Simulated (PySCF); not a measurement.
**SiN: frontier orbitals**

MN15 at R = 1.575 Å; basis Si aug-cc-pV(D+d)Z, N aug-cc-pVDZ; no relativity; PySCF 2.14. State: ²Σ⁺ (doublet), unpaired electrons σ ↑. Only the outer orbitals are listed, counted within each symmetry.

```
spin  orbital  occ.  ε (eV)  on Si (%)           main shells (%)
   α       5σ     1  -22.88         17           80 N s, 10 Si s
   α       6σ     1  -12.79         48   47 Si s, 39 N p, 14 N s
   α       7σ     1   -9.47         62  38 Si p, 29 N p, 23 Si s
   α       2π     1   -9.32         24           75 N p, 21 Si p
   α       2π     1   -9.32         24           75 N p, 21 Si p
   α       3π     0   -1.29         89  79 Si p, 11 N p, 10 Si d
   α       3π     0   -1.29         89  79 Si p, 11 N p, 10 Si d
   β       5σ     1  -21.74         22           74 N s, 14 Si s
   β       6σ     1  -11.05         81  68 Si s, 11 Si p, 11 N s
   β       2π     1   -8.53         35           65 N p, 31 Si p
   β       2π     1   -8.53         35           65 N p, 31 Si p
   β       7σ     0   -4.17         31   49 N p, 29 Si p, 20 N s
   β       3π     0   -0.94         83   74 Si p, 18 N p, 9 Si d
   β       3π     0   -0.94         83   74 Si p, 18 N p, 9 Si d
```

Which are the highest filled and the lowest empty level, where do they sit, and how wide is the gap?

Highest filled β 2π at -8.53 eV (in %: 65 N p, 31 Si p); lowest empty β 7σ at -4.17 eV (in %: 49 N p, 29 Si p, 20 N s); the gap at MN15 is 4.36 eV.

| Property | Result |
| --- | --- |
| bond order (Mayer) | 2.53 |
| ⟨S²⟩ | 0.777 |
| charge on Si (Mulliken, basis-dependent) | 0.49 |
| charge on Si (Löwdin, basis-dependent) | 0.76 |
| dipole moment (positive dipole means Si(−)N(+)) | -2.72 D |

The state was picked by a PBE0 search and need not be the measured ground state.
